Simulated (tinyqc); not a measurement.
Worked calculation (part 1 of 2): UHF in the sto-3g basis, for HF, spin multiplicity 1. This run ends on a higher stationary point, not on the lowest solution. Computed by tinyqc, a small Python program that keeps every step (integrals from PySCF). Settings: charge = 0, multiplicity = 1, basis = sto-3g, energy threshold = 1e-10, iteration cap = 79, orthogonalisation = canonical, start = Wolfsberg-Helmholz matrix, DIIS depth = 4, method = UHF, break = 0.4. Command: `OMP_NUM_THREADS=1 python tinyqc.py 22007 22008 out.jsonl` (the two numbers bound the seeds that draw the settings). One thread of a shared host (Intel(R) Xeon(R) Processor @ 2.60GHz), about 0.1 s of CPU time with the checks. Later iterations appear only in the table of the cycle.

## One-electron integrals

Geometry (angstrom):
```
atom         x         y         z
F     0.000000  0.000000  0.000000
H     0.000000  0.000000  1.304000
```

Basis sto-3g: exponents (1/bohr^2) and contraction coefficients of normalised primitives:
```
element  l (shell)    exponent  coefficient
F            s (1)  166.679130     0.154329
F            s (1)   30.360812     0.535328
F            s (1)    8.216821     0.444635
F            s (2)    6.464803    -0.099967
F            s (2)    1.502281     0.399513
F            s (2)    0.488588     0.700115
F            p (3)    6.464803     0.155916
F            p (3)    1.502281     0.607684
F            p (3)    0.488588     0.391957
H            s (1)    3.425251     0.154329
H            s (1)    0.623914     0.535328
H            s (1)    0.168855     0.444635
```

Overlap, kinetic and nuclear-attraction integrals over the contracted functions; the nuclear repulsion is the sum of Za Zb / Rab.

nuclear repulsion = 3.65229670 hartree

overlap S, lower triangle:
```
           1F 1s     1F 2s    1F 2px    1F 2py    1F 2pz     2H 1s
1F 1s   1.000000
1F 2s   0.237990  1.000000
1F 2px  0.000000  0.000000  1.000000
1F 2py  0.000000  0.000000  0.000000  1.000000
1F 2pz  0.000000  0.000000  0.000000  0.000000  1.000000
2H 1s   0.019781  0.235534  0.000000  0.000000  0.210478  1.000000
```

kinetic energy T (hartree), lower triangle:
```
            1F 1s     1F 2s    1F 2px    1F 2py    1F 2pz     2H 1s
1F 1s   36.984577
1F 2s   -0.212858  1.037995
1F 2px   0.000000  0.000000  3.248015
1F 2py   0.000000  0.000000  0.000000  3.248015
1F 2pz   0.000000  0.000000  0.000000  0.000000  3.248015
2H 1s   -0.006474  0.004316  0.000000  0.000000  0.063604  0.760032
```

nuclear attraction V (hartree), lower triangle:
```
             1F 1s       1F 2s      1F 2px      1F 2py      1F 2pz      2H 1s
1F 1s   -77.415390
1F 2s    -9.273388  -11.946893
1F 2px    0.000000    0.000000  -11.839163
1F 2py    0.000000    0.000000    0.000000  -11.839163
1F 2pz   -0.007446   -0.092913    0.000000    0.000000  -11.884955
2H 1s    -0.789017   -1.970012    0.000000    0.000000   -1.498054  -4.845398
```

core Hamiltonian H = T + V (hartree), lower triangle:
```
             1F 1s       1F 2s     1F 2px     1F 2py     1F 2pz      2H 1s
1F 1s   -40.430814
1F 2s    -9.486245  -10.908898
1F 2px    0.000000    0.000000  -8.591149
1F 2py    0.000000    0.000000   0.000000  -8.591149
1F 2pz   -0.007446   -0.092913   0.000000   0.000000  -8.636941
2H 1s    -0.795492   -1.965696   0.000000   0.000000  -1.434450  -4.085367
```

## Two-electron integrals

Functions are numbered as in S; the eight-fold symmetry (ij|kl) = (ji|kl) = (kl|ij) leaves the list below.

Two-electron integrals (ij|kl) in chemists' order, unique and non-zero (hartree):
```
(11|11) 5.403501   (21|11) 0.841920   (21|21) 0.156299   (22|11) 1.268028
(22|21) 0.292344   (22|22) 0.926167   (31|31) 0.027998   (32|31) 0.043169
(32|32) 0.204588   (33|11) 1.264502   (33|21) 0.292403   (33|22) 0.925959
(33|33) 0.997514   (41|41) 0.027998   (42|41) 0.043169   (42|42) 0.204588
(43|43) 0.053770   (44|11) 1.264502   (44|21) 0.292403   (44|22) 0.925959
(44|33) 0.889973   (44|44) 0.997514   (51|51) 0.027998   (52|51) 0.043169
(52|52) 0.204588   (53|53) 0.053770   (54|54) 0.053770   (55|11) 1.264502
(55|21) 0.292403   (55|22) 0.925959   (55|33) 0.889973   (55|44) 0.889973
(55|55) 0.997514   (61|11) 0.070786   (61|21) 0.013041   (61|22) 0.024279
(61|33) 0.024244   (61|44) 0.024244   (61|51) 0.000506   (61|52) 0.000959
(61|55) 0.024353   (61|61) 0.001098   (62|11) 0.200984   (62|21) 0.047053
(62|22) 0.169062   (62|33) 0.166521   (62|44) 0.166521   (62|51) 0.003159
(62|52) 0.026014   (62|55) 0.173975   (62|61) 0.003987   (62|62) 0.039862
(63|31) 0.004658   (63|32) 0.028634   (63|53) 0.005300   (63|63) 0.005612
(64|41) 0.004658   (64|42) 0.028634   (64|54) 0.005300   (64|64) 0.005612
(65|11) 0.145913   (65|21) 0.034571   (65|22) 0.133119   (65|33) 0.127686
(65|44) 0.127686   (65|51) 0.006658   (65|52) 0.047697   (65|55) 0.143834
(65|61) 0.003033   (65|62) 0.038677   (65|65) 0.042948   (66|11) 0.401976
(66|21) 0.095598   (66|22) 0.397221   (66|33) 0.385716   (66|44) 0.385716
(66|51) 0.006977   (66|52) 0.082521   (66|55) 0.419930   (66|61) 0.008122
(66|62) 0.127622   (66|65) 0.145075   (66|66) 0.774606
```

## Orthogonalisation

S = U s U^T; canonical form X = U s^(-1/2), so that X^T S X = 1. Each column of U has its largest component positive (the first on a tie).

eigenvalues of S: 0.637187  0.855776  1.000000  1.000000  1.125772  1.381265

X:
```
                1          2          3         4          5         6
1F 1s   -0.477761   0.655108   0.000000  0.000000  -0.527548  0.354902
1F 2s    0.789272  -0.360320   0.000000  0.000000  -0.309371  0.527407
1F 2px   0.000000   0.000000  -0.552603  0.833445   0.000000  0.000000
1F 2py   0.000000   0.000000   0.833445  0.552603   0.000000  0.000000
1F 2pz   0.425257   0.644036   0.000000  0.000000   0.615589  0.273335
2H 1s   -0.733041  -0.441305   0.000000  0.000000   0.367848  0.495125
```

Within a degenerate level the vectors are fixed only up to a rotation; this is one choice.

## Starting guess

The start is the generalised Wolfsberg-Helmholz matrix (K = 1.75) built on H, with HOMO and LUMO mixed by +/-0.4 rad for the two spins; D(s) = C_occ C_occ^T for each spin.

D(alpha) at the start, lower triangle:
```
            1F 1s      1F 2s     1F 2px     1F 2py    1F 2pz     2H 1s
1F 1s    1.054430
1F 2s   -0.229697   0.976082
1F 2px  -0.011417   0.052014   0.982032
1F 2py   0.031141  -0.141872   0.049010   0.866322
1F 2pz   0.015188  -0.052919   0.038075  -0.103851  0.968608
2H 1s   -0.038512   0.098123  -0.127939   0.348961  0.036930  0.201612
```

D(beta) at the start, lower triangle:
```
            1F 1s      1F 2s     1F 2px     1F 2py    1F 2pz     2H 1s
1F 1s    1.054430
1F 2s   -0.229697   0.976082
1F 2px   0.011417  -0.052014   0.982032
1F 2py  -0.031141   0.141872   0.049010   0.866322
1F 2pz   0.015188  -0.052919  -0.038075   0.103851  0.968608
2H 1s   -0.038512   0.098123   0.127939  -0.348961  0.036930  0.201612
```

## Iteration 1: building the Fock matrix

J_ij = sum D_kl (ij|kl) with D = D(alpha) + D(beta), K_ij = sum D_kl (ik|jl) for each spin; F = H + J - K(s); E = tr D H + tr D J / 2 - 0.5 sum_s tr D(s) K(s) + E_nn.

Coulomb J (hartree), lower triangle:
```
            1F 1s     1F 2s    1F 2px    1F 2py    1F 2pz     2H 1s
1F 1s   20.472816
1F 2s    3.910080  9.672754
1F 2px   0.000000  0.000000  9.666898
1F 2py   0.000000  0.000000  0.010541  9.642011
1F 2pz  -0.002478  0.009699  0.000000  0.000000  9.683101
2H 1s    0.326436  1.730148  0.000000  0.000000  1.356335  4.140259
```

exchange K(alpha) (hartree), lower triangle:
```
            1F 1s      1F 2s     1F 2px     1F 2py    1F 2pz     2H 1s
1F 1s    5.539638
1F 2s    0.967251   1.550348
1F 2px  -0.001000   0.030005   1.294422
1F 2py   0.002727  -0.081841   0.046253   1.185222
1F 2pz   0.001477  -0.024585   0.018919  -0.051602  1.303100
2H 1s    0.082946   0.322888  -0.035182   0.095961  0.220684  0.277511
```

exchange K(beta) (hartree), lower triangle:
```
            1F 1s      1F 2s     1F 2px     1F 2py    1F 2pz     2H 1s
1F 1s    5.539638
1F 2s    0.967251   1.550348
1F 2px   0.001000  -0.030005   1.294422
1F 2py  -0.002727   0.081841   0.046253   1.185222
1F 2pz   0.001477  -0.024585  -0.018919   0.051602  1.303100
2H 1s    0.082946   0.322888   0.035182  -0.095961  0.220684  0.277511
```

F(alpha) (hartree), lower triangle:
```
             1F 1s      1F 2s     1F 2px     1F 2py     1F 2pz      2H 1s
1F 1s   -25.497635
1F 2s    -6.543417  -2.786491
1F 2px    0.001000  -0.030005  -0.218673
1F 2py   -0.002727   0.081841  -0.035712  -0.134360
1F 2pz   -0.011401  -0.058628  -0.018919   0.051602  -0.256940
2H 1s    -0.552002  -0.558436   0.035182  -0.095961  -0.298800  -0.222618
```

F(beta) (hartree), lower triangle:
```
             1F 1s      1F 2s     1F 2px     1F 2py     1F 2pz      2H 1s
1F 1s   -25.497635
1F 2s    -6.543417  -2.786491
1F 2px   -0.001000   0.030005  -0.218673
1F 2py    0.002727  -0.081841  -0.035712  -0.134360
1F 2pz   -0.011401  -0.058628   0.018919  -0.051602  -0.256940
2H 1s    -0.552002  -0.558436  -0.035182   0.095961  -0.298800  -0.222618
```

total energy of this density = -98.18469558 hartree

## Iteration 1: diagonalisation and new density

Diagonalise F' = X^T F X, C = X C', fill 5 alpha and 5 beta electrons from the bottom; D(s) = C_occ C_occ^T. Each column has its largest component positive (the first on a tie).

F' = X^T F X (alpha) (hartree), lower triangle:
```
           1          2          3          4          5          6
1  -2.375979
2   4.493056  -8.036299
3   0.163887   0.045903  -0.127211
4   0.039078   0.010945   0.024930  -0.225822
5  -4.327921   8.288601  -0.028402  -0.006772  -9.390467
6   3.272995  -6.760303   0.009105   0.002171   7.597059  -7.095628
```

orbital energies (alpha) (hartree): MO1 -25.507687, MO2 -1.204029, MO3 -0.380050, MO4 -0.231766, MO5 -0.179435, MO6 0.251561

coefficients C (alpha):
```
              MO1        MO2        MO3       MO4        MO5        MO6
1F 1s    0.994756  -0.255628   0.056976  0.000000  -0.002725   0.059549
1F 2s    0.021417   0.981211  -0.266957  0.000000  -0.014785  -0.303202
1F 2px  -0.000009   0.024296  -0.047731  0.938888  -0.311714   0.135850
1F 2py   0.000024  -0.066268   0.130190  0.344222   0.850218  -0.370539
1F 2pz   0.001095   0.068132   0.739183  0.000000  -0.369888  -0.601195
2H 1s   -0.002969   0.133013   0.519285  0.000000   0.303933   0.856053
```

F' = X^T F X (beta) (hartree), lower triangle:
```
           1          2          3          4          5          6
1  -2.375979
2   4.493056  -8.036299
3  -0.163887  -0.045903  -0.127211
4  -0.039078  -0.010945   0.024930  -0.225822
5  -4.327921   8.288601   0.028402   0.006772  -9.390467
6   3.272995  -6.760303  -0.009105  -0.002171   7.597059  -7.095628
```

orbital energies (beta) (hartree): MO1 -25.507687, MO2 -1.204029, MO3 -0.380050, MO4 -0.231766, MO5 -0.179435, MO6 0.251561

coefficients C (beta):
```
              MO1        MO2        MO3       MO4        MO5        MO6
1F 1s    0.994756  -0.255628   0.056976  0.000000   0.002725   0.059549
1F 2s    0.021417   0.981211  -0.266957  0.000000   0.014785  -0.303202
1F 2px   0.000009  -0.024296   0.047731  0.938888  -0.311714  -0.135850
1F 2py  -0.000024   0.066268  -0.130190  0.344222   0.850218   0.370539
1F 2pz   0.001095   0.068132   0.739183  0.000000   0.369888  -0.601195
2H 1s   -0.002969   0.133013   0.519285  0.000000  -0.303933   0.856053
```

D(alpha) after iteration 1, lower triangle:
```
            1F 1s      1F 2s     1F 2px     1F 2py    1F 2pz     2H 1s
1F 1s    1.058139
1F 2s   -0.244691   1.034718
1F 2px  -0.008090   0.041190   0.981545
1F 2py   0.022065  -0.112348   0.050338   0.862701
1F 2pz   0.026796  -0.124986   0.081672  -0.222766  0.687852
2H 1s   -0.008197  -0.012670  -0.116295   0.317201  0.280485  0.379734
```

D(beta) after iteration 1, lower triangle:
```
            1F 1s      1F 2s     1F 2px     1F 2py    1F 2pz     2H 1s
1F 1s    1.058139
1F 2s   -0.244691   1.034718
1F 2px   0.008090  -0.041190   0.981545
1F 2py  -0.022065   0.112348   0.050338   0.862701
1F 2pz   0.026796  -0.124986  -0.081672   0.222766  0.687852
2H 1s   -0.008197  -0.012670   0.116295  -0.317201  0.280485  0.379734
```

## Iteration 2: building the Fock matrix

As before.

Coulomb J (hartree), lower triangle:
```
            1F 1s     1F 2s    1F 2px    1F 2py    1F 2pz     2H 1s
1F 1s   20.095546
1F 2s    3.823108  9.444910
1F 2px   0.000000  0.000000  9.451128
1F 2py   0.000000  0.000000  0.010827  9.425566
1F 2pz  -0.005989  0.017180  0.000000  0.000000  9.431680
2H 1s    0.319114  1.708195  0.000000  0.000000  1.352451  4.283371
```

exchange K(alpha) (hartree), lower triangle:
```
            1F 1s      1F 2s     1F 2px     1F 2py    1F 2pz     2H 1s
1F 1s    5.537461
1F 2s    0.954160   1.523351
1F 2px   0.000005   0.021157   1.286970
1F 2py  -0.000014  -0.057707   0.047506   1.174812
1F 2pz   0.000892  -0.057773   0.061612  -0.168051  1.101175
2H 1s    0.084921   0.314059  -0.026843   0.073217  0.291584  0.443002
```

exchange K(beta) (hartree), lower triangle:
```
            1F 1s      1F 2s     1F 2px     1F 2py    1F 2pz     2H 1s
1F 1s    5.537461
1F 2s    0.954160   1.523351
1F 2px  -0.000005  -0.021157   1.286970
1F 2py   0.000014   0.057707   0.047506   1.174812
1F 2pz   0.000892  -0.057773  -0.061612   0.168051  1.101175
2H 1s    0.084921   0.314059   0.026843  -0.073217  0.291584  0.443002
```

F(alpha) (hartree), lower triangle:
```
             1F 1s      1F 2s     1F 2px     1F 2py     1F 2pz      2H 1s
1F 1s   -25.872729
1F 2s    -6.617297  -2.987339
1F 2px   -0.000005  -0.021157  -0.426991
1F 2py    0.000014   0.057707  -0.036679  -0.340394
1F 2pz   -0.014326  -0.017959  -0.061612   0.168051  -0.306436
2H 1s    -0.561298  -0.571560   0.026843  -0.073217  -0.373582  -0.244998
```

F(beta) (hartree), lower triangle:
```
             1F 1s      1F 2s     1F 2px     1F 2py     1F 2pz      2H 1s
1F 1s   -25.872729
1F 2s    -6.617297  -2.987339
1F 2px    0.000005   0.021157  -0.426991
1F 2py   -0.000014  -0.057707  -0.036679  -0.340394
1F 2pz   -0.014326  -0.017959   0.061612  -0.168051  -0.306436
2H 1s    -0.561298  -0.571560  -0.026843   0.073217  -0.373582  -0.244998
```

total energy of this density = -98.41421607 hartree

## Iteration 2: DIIS over 2 matrices

error matrix X^T (FDS - SDF) X (alpha):
```
           1          2          3          4          5          6
1   0.000000   0.048896  -0.035634  -0.008497   0.042330   0.006506
2  -0.048896   0.000000  -0.051240  -0.012218   0.031003   0.015802
3   0.035634   0.051240   0.000000   0.000000   0.021765  -0.004699
4   0.008497   0.012218   0.000000   0.000000   0.005190  -0.001120
5  -0.042330  -0.031003  -0.021765  -0.005190   0.000000   0.009555
6  -0.006506  -0.015802   0.004699   0.001120  -0.009555   0.000000
```

B (overlaps of the stored error matrices):
```
               1              2
1  2.6645273e-01  6.6810742e-02
2  6.6810742e-02  4.0671841e-02
```

Minimise |sum c_i e_i|^2 with sum c_i = 1: solve [B -1; -1 0][c; lambda] = [0; -1] with B_ij = tr e_i^T e_j summed over both spins, and take F = sum c_i F_i.

DIIS coefficients: -0.150654  1.150654

extrapolated F(alpha) (hartree), lower triangle:
```
             1F 1s      1F 2s     1F 2px     1F 2py     1F 2pz      2H 1s
1F 1s   -25.929238
1F 2s    -6.628427  -3.017597
1F 2px   -0.000157  -0.019824  -0.458375
1F 2py    0.000427   0.054071  -0.036825  -0.371434
1F 2pz   -0.014767  -0.011832  -0.068044   0.185594  -0.313893
2H 1s    -0.562699  -0.573537   0.025587  -0.069791  -0.384849  -0.248370
```

extrapolated F(beta) (hartree), lower triangle:
```
             1F 1s      1F 2s     1F 2px     1F 2py     1F 2pz      2H 1s
1F 1s   -25.929238
1F 2s    -6.628427  -3.017597
1F 2px    0.000157   0.019824  -0.458375
1F 2py   -0.000427  -0.054071  -0.036825  -0.371434
1F 2pz   -0.014767  -0.011832   0.068044  -0.185594  -0.313893
2H 1s    -0.562699  -0.573537  -0.025587   0.069791  -0.384849  -0.248370
```

## Iteration 2: diagonalisation and new density

As before.

F' = X^T F X (alpha) (hartree), lower triangle:
```
           1          2          3          4          5          6
1  -2.482076
2   4.688987  -8.214302
3   0.178777   0.135852  -0.364063
4   0.042628   0.032393   0.025707  -0.465746
5  -4.331777   8.372617   0.074206   0.017694  -9.632539
6   3.275206  -6.842363   0.046460   0.011078   7.711176  -7.278765
```

orbital energies (alpha) (hartree): MO1 -25.938465, MO2 -1.414878, MO3 -0.569059, MO4 -0.471876, MO5 -0.367633, MO6 0.324419

coefficients C (alpha):
```
              MO1        MO2        MO3       MO4        MO5        MO6
1F 1s    0.995006  -0.259202   0.034934  0.000000   0.026119   0.050589
1F 2s    0.020419   1.002552  -0.164740  0.000000  -0.149083  -0.267876
1F 2px   0.000028   0.018200   0.180835  0.938888  -0.271619   0.108074
1F 2py  -0.000075  -0.049643  -0.493239  0.344222   0.740856  -0.294778
1F 2pz   0.001118   0.023598   0.726819  0.000000   0.210973  -0.689894
2H 1s   -0.002700   0.086089   0.313294  0.000000   0.548661   0.840214
```

F' = X^T F X (beta) (hartree), lower triangle:
```
           1          2          3          4          5          6
1  -2.482076
2   4.688987  -8.214302
3  -0.178777  -0.135852  -0.364063
4  -0.042628  -0.032393   0.025707  -0.465746
5  -4.331777   8.372617  -0.074206  -0.017694  -9.632539
6   3.275206  -6.842363  -0.046460  -0.011078   7.711176  -7.278765
```

orbital energies (beta) (hartree): MO1 -25.938465, MO2 -1.414878, MO3 -0.569059, MO4 -0.471876, MO5 -0.367633, MO6 0.324419

coefficients C (beta):
```
              MO1        MO2        MO3       MO4        MO5        MO6
1F 1s    0.995006  -0.259202   0.034934  0.000000  -0.026119   0.050589
1F 2s    0.020419   1.002552  -0.164740  0.000000   0.149083  -0.267876
1F 2px  -0.000028  -0.018200  -0.180835  0.938888  -0.271619  -0.108074
1F 2py   0.000075   0.049643   0.493239  0.344222   0.740856   0.294778
1F 2pz   0.001118   0.023598   0.726819  0.000000  -0.210973  -0.689894
2H 1s   -0.002700   0.086089   0.313294  0.000000  -0.548661   0.840214
```

D(alpha) after iteration 2, lower triangle:
```
            1F 1s      1F 2s     1F 2px     1F 2py    1F 2pz     2H 1s
1F 1s    1.059125
1F 2s   -0.249195   1.054892
1F 2px  -0.005467   0.028950   0.988320
1F 2py   0.014912  -0.078964   0.031858   0.913106
1F 2pz   0.025897  -0.127508   0.074559  -0.203366  0.573333
2H 1s    0.000274  -0.047154  -0.090805   0.247676  0.345489  0.406600
```

D(beta) after iteration 2, lower triangle:
```
            1F 1s      1F 2s     1F 2px     1F 2py    1F 2pz     2H 1s
1F 1s    1.059125
1F 2s   -0.249195   1.054892
1F 2px   0.005467  -0.028950   0.988320
1F 2py  -0.014912   0.078964   0.031858   0.913106
1F 2pz   0.025897  -0.127508  -0.074559   0.203366  0.573333
2H 1s    0.000274  -0.047154   0.090805  -0.247676  0.345489  0.406600
```
